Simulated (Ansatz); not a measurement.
Input for Ansatz (development build ahead of 0.2.0):

```yaml
crystal:
  periodic: [false, false, false]
  atoms:
    - { symbol: O, position_ang: [0.0, 0.0, 0.08042] }
    - { symbol: H, position_ang: [1.01835, 0.0, -0.21447] }
    - { symbol: H, position_ang: [-0.50918, 0.88192, -0.21447] }
    - { symbol: H, position_ang: [-0.50918, -0.88192, -0.21447] }
basis:
  gaussian: { orbitals: cc-pVDZ }
total_charge: 1
hamiltonian:
  xc: hf
correlation:
  method: mp2
  frozen_orbitals: { H: 0, O: 1 }
```

The input is written out in the form of the current development build from the run's settings.

The run gave:

```
Converged                       : yes
Reference energy                : -76.29043 hartree
Correlation energy              : -0.21085 hartree
Total energy                    : -76.50127 hartree
Spin squared of the determinant : 0.000
```
